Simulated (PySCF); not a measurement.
Gas-phase reaction: 4 C4H6 (butadiene) ⇌ CH4 + 5 C3H4 (cyclic)

Method: PySCF energies plus ideal-gas RRHO corrections (1 bar). Table values come from the NASA 1993 polynomials. † marks an energy on the PBE0/def2-TZVP geometry and frequencies. CCSD(T) freezes the core. All species are closed-shell singlets. CCSD(T) isn't extrapolated to the basis-set limit. The table's entry may be an old estimate for C3H4 (cyclic) (not checked at source).

r2SCAN/def2-TZVP† gives ΔH°(298 K) = 891.9 kJ.

Problem. What does CCSD(T)/def2-TZVPP† give, and where does the table lie?

Solution. CCSD(T)/def2-TZVPP†: 900.3 kJ. Table: 870.9 kJ.
